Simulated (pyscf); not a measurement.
**Four-centre exchange: HO–SiH₂–OH + H₂N–NH₂ → H₂N–SiH(OH)–OH + NH₃**

Gas phase, singlet surface, charge 0. Bonds broken: Si1–H4, N8–N9. Bonds formed: Si1–N8, H4–N9. Structures and frequencies: ωB97X-D3(BJ)/def2-SVP in PySCF.

Transition state (Å):

```xyz
13

Si    -0.6296    -0.0012     1.0028
O     -0.2940     0.1753     2.6411
O      0.2270    -1.1784     0.1243
H      0.6136     1.0888     0.6141
H     -1.9419    -0.7510     1.0627
H     -0.8310    -0.4148     3.1833
H      1.1795    -1.1036     0.2581
N     -1.3693     1.3874     0.0319
N      0.3886     1.5502    -1.1220
H     -2.3833     1.4101    -0.1590
H     -1.0733     2.2984     0.3807
H     -0.3769     1.5916    -1.8040
H      0.6999     0.5716    -1.1983
```

One imaginary mode, 1236i cm⁻¹; descent along it reached the two sides named, in the forms told below.

```csv
bond,change,reactant side (Å),saddle,product side
Si1–H4,breaks,1.483,1.698,3.7
N8–N9,breaks,1.415,2.109,3.4
Si1–N8,forms,2.267,1.849,1.729
H4–N9,forms,3.0,1.810,1.017
```

Electronic energies relative to the separated reactants (kcal/mol):

| level | barrier | reaction energy | reverse barrier |
|---|---|---|---|
| ωB97X-D3(BJ)/def2-TZVP | 86.2 | -58.0 | 144.2 |
| PBE/def2-TZVP | 67.4 | -55.5 | 122.9 |
| r²SCAN/def2-TZVP | 71.8 | -59.8 | 131.7 |
| B3LYP-D3(BJ)/def2-TZVP | 77.4 | -57.7 | 135.2 |
| PBE0-D3(BJ)/def2-TZVP | 79.4 | -57.4 | 136.8 |
| M06-2X/def2-TZVP | 87.4 | -60.1 | 147.4 |
| ωB97M-D3(BJ)/def2-TZVP | 83.0 | -58.9 | 141.9 |
| HF/def2-TZVP | 121.0 | -58.4 | 179.4 |

With ωB97M-D3(BJ)/def2-TZVP energies and thermal terms (ideal gas, 1 atm, RRHO with modes under 100 cm⁻¹ raised to 100, one conformer, R ln 2 for chiral ones without a mode under 150 cm⁻¹), in kcal/mol:

| T (K) | ΔH‡ | ΔG‡ | ΔH | ΔG |
|---|---|---|---|---|
| 298 | 81.3 | 93.6 | -59.1 | -58.9 |
| 600 | 81.9 | 105.9 | -58.2 | -59.1 |
| 900 | 82.8 | 117.7 | -57.9 | -59.7 |
| 1200 | 83.7 | 129.1 | -57.8 | -60.3 |

On the reactant side the descent ends in an adduct with a N–Si contact, 7.0 kcal/mol under the separated species and 93.2 kcal/mol under the saddle at ωB97X-D3(BJ)/def2-TZVP. On the product side the descent ends in a complex (not fully relaxed), 4.3 kcal/mol under the separated species and 148.5 kcal/mol under the saddle at ωB97X-D3(BJ)/def2-TZVP. What is counted as formed (N–Si) is already present as a longer contact in the reactant adduct; forming that adduct is a step of its own. From the product side, NH₂• + H• + H₂N–SiH(OH)–OH lies, by one bond made or cut, 27.6 kcal/mol under this saddle at ωB97M-D3(BJ)/def2-TZVP. The same reactants have a lower exit, to NH₂• + NH₂• + HO–SiH₂–OH (no saddle counted: cutting one bond costs +74.2 kcal/mol at ωB97M-D3(BJ)/def2-TZVP, against +83.0 kcal/mol here). This is the saddle that the search found; another between the same sides may lie lower. A restricted solution here is unstable towards spin polarisation, so biradical character is likely and single-reference numbers are less safe.
